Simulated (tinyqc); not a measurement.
Worked calculation: CIS on RHF in the sto-3g basis, frozen core, for HF, spin multiplicity 1. One step of it, computed by the program tinyqc.

Question. CIS matrix, triplets. A(ia,jb) = (e_a - e_i) d_ij d_ab - (ij|ab).

orbital energies (hartree): MO1 -25.915076, MO2 -1.432487, MO3 -0.533536, MO4 -0.462008, MO5 -0.462008, MO6 0.473727

Two-electron integrals over orbitals (pq|rs), unique and non-zero (hartree); the lowest 1 orbital is frozen and left out:
```
(22|22) 0.862656    (32|22) -0.037506   (32|32) 0.148070    (33|22) 0.724704
(33|32) -0.029031   (33|33) 0.717590    (42|42) 0.185620    (43|42) -0.035473
(43|43) 0.040884    (44|22) 0.887054    (44|32) -0.074140   (44|33) 0.715176
(44|44) 0.997514    (52|52) 0.185620    (53|52) -0.035473   (53|53) 0.040884
(54|54) 0.053770    (55|22) 0.887054    (55|32) -0.074140   (55|33) 0.715176
(55|44) 0.889973    (55|55) 0.997514    (62|22) -0.107866   (62|32) -0.063032
(62|33) -0.027762   (62|44) -0.105829   (62|55) -0.105829   (62|62) 0.093207
(63|22) -0.203097   (63|32) 0.090558    (63|33) -0.107606   (63|44) -0.222218
(63|55) -0.222218   (63|62) 0.047299    (63|63) 0.205467    (64|42) -0.035446
(64|43) -0.019001   (64|64) 0.030245    (65|52) -0.035446   (65|53) -0.019001
(65|65) 0.030245    (66|22) 0.660062    (66|32) 0.058204    (66|33) 0.662407
(66|44) 0.638708    (66|55) 0.638708    (66|62) -0.061003   (66|63) -0.020341
(66|66) 0.696811
```

Give: CIS matrix A, triplet.

Answer.

CIS matrix A, triplet (hartree):
```
         2>6      3>6     4>6     5>6
2>6   1.2462  -0.0582  0.0000  0.0000
3>6  -0.0582   0.3449  0.0000  0.0000
4>6   0.0000   0.0000  0.2970  0.0000
5>6   0.0000   0.0000  0.0000  0.2970
```
